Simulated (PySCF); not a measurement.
C₄H₄F (doublet state).
Bonds: C1–C2 (double), C2–C3, C3–C4, C4–F5, C2–C4. Hydrogens: H6, H7 on C1; H8, H9 on C3.

The species is `C=C1C[C]1F` [radical].

Level of theory: UKS B3LYP, pcH-1 on C F H, non-relativistic, mean-field spin-orbit, GIAO (PySCF 2.14.0). Isolated species at its GFN2-xTB geometry, gas phase. The geometry wasn't refined by DFT: couplings that depend on bond lengths, twists or pyramidal angles can differ widely from those at the functional's own minimum. The SCF solution wasn't tested for stability. ⟨S²⟩ is 0.774 where a pure state has 0.75.

Principal values of hyperfine tensors in MHz (contact and dipolar terms together), for some of the nuclei:

```
atom  isotope      A1      A2      A3
  F5      19F  -48.23  -16.59  480.31
  H8       1H   74.77   76.47   84.78
  H9       1H   60.08   61.86   67.79
  C1      13C    2.57    3.50  132.00
  C2      13C  -73.98  -38.25  -24.98
  H7       1H  -57.45  -37.31  -15.50
  H6       1H  -54.01  -35.81  -14.67
  C3      13C  -20.93  -16.90  -14.38
```

Split each tensor into its isotropic and traceless parts, and turn a_iso into mT with g = 2.0034.

a_iso = (A1 + A2 + A3)/3, Ti = Ai − a_iso; 1 mT corresponds to 28.040 MHz.

```json
{"atom": "F5", "a_iso (MHz)": "138.50", "a_iso (mT)": "4.939", "T1": "-186.73", "T2": "-155.08", "T3": "341.81"}
{"atom": "H8", "a_iso (MHz)": "78.67", "a_iso (mT)": "2.806", "T1": "-3.90", "T2": "-2.20", "T3": "6.10"}
{"atom": "H9", "a_iso (MHz)": "63.24", "a_iso (mT)": "2.255", "T1": "-3.16", "T2": "-1.38", "T3": "4.54"}
{"atom": "C1", "a_iso (MHz)": "46.02", "a_iso (mT)": "1.641", "T1": "-43.45", "T2": "-42.53", "T3": "85.98"}
{"atom": "C2", "a_iso (MHz)": "-45.74", "a_iso (mT)": "-1.631", "T1": "-28.24", "T2": "7.49", "T3": "20.76"}
{"atom": "H7", "a_iso (MHz)": "-36.75", "a_iso (mT)": "-1.311", "T1": "-20.70", "T2": "-0.55", "T3": "21.26"}
{"atom": "H6", "a_iso (MHz)": "-34.83", "a_iso (mT)": "-1.242", "T1": "-19.18", "T2": "-0.98", "T3": "20.16"}
{"atom": "C3", "a_iso (MHz)": "-17.40", "a_iso (mT)": "-0.621", "T1": "-3.53", "T2": "0.50", "T3": "3.02"}
```

What spin density at the nucleus of C3 lies behind its contact coupling (g_N = 1.40482)?

a_FC = 800.24 MHz bohr³ × g_N × ρ(0)/(2S). With a_FC = -17.40 MHz and 2S = 1, ρ(0) = -0.01548 bohr⁻³.

C4 (13C, g_N = 1.40482) isn't in the table. Its spin density at the nucleus is 0.1037 bohr⁻³. What is its contact coupling?

By the same relation, a_FC = 116.6 MHz. Its full tensor has the principal values 55.60, 61.65, 232.41 MHz.

Which nucleus of the table has the largest anisotropic coupling, and what is its form?

F5: -186.7, -155.1, 341.8 MHz, rhombic: the two smaller values differ by 9 % of the largest.

What first-order splitting does H9 cause when the field lies along A1, A2 or A3 of its tensor (g taken as isotropic, no quadrupole term)?

2 lines (I = 1/2), spaced by |A_i|/(g × 13.996): 2.14, 2.21, 2.42 mT along the axes of A1, A2 and A3.

The run took 14 s of wall time (grids of density and orbitals included) on an Arm Neoverse V2 with one thread, no GPU, on a shared host, and the process peaked at 0.59 GiB of memory.
